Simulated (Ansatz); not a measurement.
**NH2O+ (triplet): wave-function methods side by side, def2-QZVPP**

The task here is to estimate one member of a computed series from the others.

Program: Ansatz 0.2.0, Gaussian basis. Level of theory: def2-QZVPP, core rule «outside noble gas», up to 2 orbitals frozen. These are calculated values, not measurements.

The runs, in order: UHF; ROHF; CCSD(T) on UHF.

2 further runs of the same task are left out: 2 set aside as unsound or not needed.

### The geometry

The geometry is a PBE0/def2-TZVP stationary point (not a proven minimum) of the parent state, kept for this charge and spin.

4 atoms, charge 1, spin multiplicity 3.

Atoms are counted from 1 here; the program's logs count them from 0.

Bond lengths: N1–O2 1.354 Å, N1–H3 1.026 Å, O2–H4 0.964 Å. Angles: O2–N1–H3 101.2°, N1–O2–H4 104.4°.

The first run:

in.yaml reads:

```yaml
crystal:
  periodic: [false, false, false]
  atoms:
    - {symbol: N, position_ang: [0.000000, -0.176115, 0.698274]}
    - {symbol: O, position_ang: [0.000000, 0.150778, -0.615224]}
    - {symbol: H, position_ang: [0.000000, 0.752120, 1.135262]}
    - {symbol: H, position_ang: [0.000000, -0.698120, -1.073059]}
basis:
  gaussian: {orbitals: "def2-QZVPP.json"}
total_charge: 1
magnetization: {spin_polarized: true, initial_magnetization: 2}
hamiltonian: {xc: hf}
output: {orbitals: {seedname: orbitals}}
```

The run is started by

```console
$ ansatz run in.yaml --threads 1 --pin off --events-out ev --progress --plain --max-ram 2393MiB
```

Among the steps run: UHF; ROHF; CCSD(T) on UHF.

One of the session's tables, all rows but one given; the rest of the session is left out.

It belongs to the step «Misses and costs». 

```
  method  from UCCSD(T) (kcal/mol)
    ROHF                   +285.83
     UHF                   +280.07
    UMP2                         ?
   UCCSD                    +11.52
UCCSD(T)                         0
```

**Question.** Estimate the row for UMP2.

The run gave: from UCCSD(T) (kcal/mol): +21.71. In the column «from UCCSD(T) (kcal/mol)» it lies between UCCSD (+11.52) and UHF (+280.07).
